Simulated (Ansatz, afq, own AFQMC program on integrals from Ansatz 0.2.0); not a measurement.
# SiH$_{3}$⁺, singlet: AFQMC among the cluster methods

| atom | x (Å) | y (Å) | z (Å) |
| --- | --- | --- | --- |
| Si | 0.0000 | 0.0000 | 0.0000 |
| H | 2.5568 | 0.0247 | -0.0002 |
| H | -1.2998 | 2.2019 | -0.0050 |
| H | -1.2570 | -2.2266 | 0.0052 |

Basis cc-pVDZ. Noble-gas cores (and the filled d shells of Ga–Kr and In–Xe) are frozen. AFQMC by an in-house program on the Cholesky factors that Ansatz 0.2.0 writes for its CCSD(T) run. ph-AFQMC/CISD is guided by a CISD state made of CCSD amplitudes; releasing the constraint for a short imaginary time cuts its bias at the price of noise, slowly where states lie close. ± is one standard error of the sampling.

Determinant: UHF, the one that the program's search chose, which needn't be the lowest solution. The geometry is a point of a scan.

Full CI on the same integrals is exact in this basis and with this determinant's frozen core.

Cautions: strong correlation (T1 0.102, weight of the determinant 0.68, largest double 0.22); (T) is large, 7 % of the CCSD correlation; unrestricted determinant spin contaminated (⟨S²⟩ 1.73 against 0.00); CCSD(T) is in doubt: in a space of 6 electrons in 8 natural orbitals full CI lies 269 meV below it; the CCSDTQ amplitudes may be one of several solutions (largest double 0.54); the released energies are still falling, so no released level is given (meV from the phaseless value at times in 1/Eh: -8 ± 5 at 0.24, -20 ± 5 at 0.51, -31 ± 4 at 0.99, -50 ± 5 at 1.62, -66 ± 8 at 2.40).

```
T1 diagnostic                               : 0.1020
weight of the determinant in the CISD state : 0.679
⟨S²⟩ of the determinant                     : 1.727
size of the correlated space                : 6 electrons in 28 orbitals
```

```csv
level,correlation energy (eV)
MP2,-1.1364
CCSD,-2.1529
CCSD(T),-2.2940
```

**Question.** Estimate where phaseless AFQMC with a CISD trial lies against CCSD(T) on the same integrals.

**Answer.** 230.1 ± 4.7 meV below CCSD(T).

Reference: full CI, correlation energy -2.659 eV. The cautions show a poor starting determinant, so the rows tell how each method copes with it here, and full CI is the sure value.

| level | E − E(reference) (meV) | share of correlation (%) |
| --- | --- | --- |
| CCSD(T) | 364.9 | 86.28 |
| CCSDT | 113.3 | 95.74 |
| CCSDT(Q) | 44.5 | 98.33 |
| CCSDTQ | 6.0 | 99.77 |
| ph-AFQMC/HF | 124.9 ± 14.5 | 95.30 |
| ph-AFQMC/CISD | 134.8 ± 4.7 | 94.93 |

CCSDT and higher add their correlation energy to the determinant of the CCSD(T) run, since their own runs factorise the integrals more tightly (a shift of under 2 meV). A walk keeps the symmetry of its determinant, which the program's search chose and which needn't be the lowest solution, so a lower state of the same spin and another symmetry isn't excluded.
